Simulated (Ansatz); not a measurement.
**C₄H₁₀S₂: vertical ionisation energy**

How much energy removes an electron from C₄H₁₀S₂ at fixed geometry? The cation is run at each level and the neutral's energy taken from earlier runs.

Program: Ansatz 0.2.0, Gaussian basis. Level of theory: unrestricted cation, the program's frozen cores in correlated methods. These are calculated values, not measurements.

Plan: UKS PBE-D4/def2-TZVPP; UKS r2SCAN-D4/def2-TZVPP; UKS PBE0-D4/def2-TZVPP; UKS B3LYP-D4/def2-TZVPP; UKS wB97X-V/def2-TZVPP; UKS wB97M-V/def2-TZVPP; UKS B2PLYP/def2-TZVPP; UHF-CCSD(T)/def2-TZVPP; UHF-MP2/def2-QZVPP; extrapolation to the limit; then −ε(HOMO) from the neutral's earlier runs with LDA (SPW92), PBE-D4, revPBE-D4, BLYP-D4, r2SCAN-D4, B97M-V, PBE0-D4, B3LYP-D4, r2SCANh-D4, r2SCAN0-D4, HSE06-D4, BHLYP-D4, CAM-B3LYP-D4, LC-ωPBE, ωB97X-V, ωB97M-V.

## 1. The geometry

The geometry comes from an earlier relaxation with PBE0-D4 in a triple-zeta def2 set; it is a stationary point, not always the lowest conformer.

SMILES `CCSSCC`, 16 atoms, charge 0, spin multiplicity 1.

Atoms are counted from 1 here; the program's logs count them from 0.

Bond lengths: C1–C2 1.512 Å, C1–H7 1.094 Å, C1–H8 1.092 Å, C1–H9 1.092 Å, C2–S3 1.816 Å, C2–H10 1.092 Å, C2–H11 1.095 Å, S3–S4 2.029 Å, S4–C5 1.816 Å, C5–C6 1.512 Å, C5–H12 1.092 Å, C5–H13 1.095 Å, C6–H14 1.092 Å, C6–H15 1.094 Å, C6–H16 1.092 Å. Angles: C2–C1–H7 110.5°, C2–C1–H8 110.5°, C2–C1–H9 111.0°, H7–C1–H8 108.1°, H7–C1–H9 108.5°, H8–C1–H9 108.2°, C1–C2–S3 114.1°, C1–C2–H10 111.7°, C1–C2–H11 111.5°, S3–C2–H10 108.5°, S3–C2–H11 103.3°, H10–C2–H11 107.1°, C2–S3–S4 103.6°, S3–S4–C5 103.6°, S4–C5–C6 114.1°, S4–C5–H12 108.5°, S4–C5–H13 103.3°, C6–C5–H12 111.7° and more.

## 2. Cation, UKS PBE-D4/def2-TZVPP

The input, in.yaml:

```yaml
crystal:
  periodic: [false, false, false]
  atoms:
    - {symbol: C, position_ang: [-1.107014, 2.417699, -0.945696]}
    - {symbol: C, position_ang: [-1.500120, 1.002466, -0.587449]}
    - {symbol: S, position_ang: [-0.465698, -0.272665, -1.363227]}
    - {symbol: S, position_ang: [1.363464, 0.028463, -0.537955]}
    - {symbol: C, position_ang: [1.309507, -0.950646, 0.990584]}
    - {symbol: C, position_ang: [1.192539, -2.440988, 0.764877]}
    - {symbol: H, position_ang: [-1.765156, 3.135582, -0.448288]}
    - {symbol: H, position_ang: [-0.082311, 2.622145, -0.629151]}
    - {symbol: H, position_ang: [-1.169497, 2.579747, -2.023362]}
    - {symbol: H, position_ang: [-1.495867, 0.842542, 0.492968]}
    - {symbol: H, position_ang: [-2.506990, 0.763112, -0.945037]}
    - {symbol: H, position_ang: [0.499203, -0.571499, 1.617137]}
    - {symbol: H, position_ang: [2.250032, -0.693098, 1.488636]}
    - {symbol: H, position_ang: [2.037741, -2.815886, 0.184718]}
    - {symbol: H, position_ang: [1.164873, -2.972151, 1.720397]}
    - {symbol: H, position_ang: [0.275286, -2.674843, 0.220848]}
basis:
  gaussian: {orbitals: def2-TZVPP}
total_charge: 1
magnetization: {spin_polarized: true, initial_magnetization: 1}
hamiltonian: {xc: pbe, dispersion: d4}
```

Launch:

```sh
> ansatz run in.yaml --threads 2 --pin off --events-out ev --progress --plain --max-ram 22528MiB --backend cuda --devices 0, --max-vram 18GiB
```

The runs that follow: Cation, UKS r2SCAN-D4/def2-TZVPP; Cation, UKS PBE0-D4/def2-TZVPP; Cation, UKS B3LYP-D4/def2-TZVPP; Cation, UKS wB97X-V/def2-TZVPP; Cation, UKS wB97M-V/def2-TZVPP; Cation, UKS B2PLYP (frozen core)/def2-TZVPP; Cation, UHF-CCSD(T)/def2-TZVPP; Cation, UHF-MP2/def2-QZVPP.

Q: Predict the results of all the runs planned. Wanted: ionisation energy, CCSD(T)/CBS; nearest functional by difference; nearest −ε(HOMO); −ε(HOMO) of PBE; T1 of the cation.

The runs gave:

| quantity | value |
| --- | --- |
| ionisation energy, CCSD(T)/CBS | 8.87 eV |
| nearest functional by difference | ωB97X-V (-0.14 eV) |
| nearest −ε(HOMO) | ωB97M-V (-0.07 eV) |
| −ε(HOMO) of PBE | 5.46 eV |
| T1 of the cation | 0.042 |

In words: Energy differences with functionals land within 0.53 eV of the reference. −ε(HOMO) of PBE misses by 3.4 eV, since self-interaction lifts the level. Among orbital estimates ωB97M-V comes nearest. Hartree-Fock falls 1.09 eV short, as the neutral has more correlation energy than the cation. The cation's T1 (from the report) is 0.042, near the customary mark of 0.045 for open shells, so the coupled-cluster value is less safe.
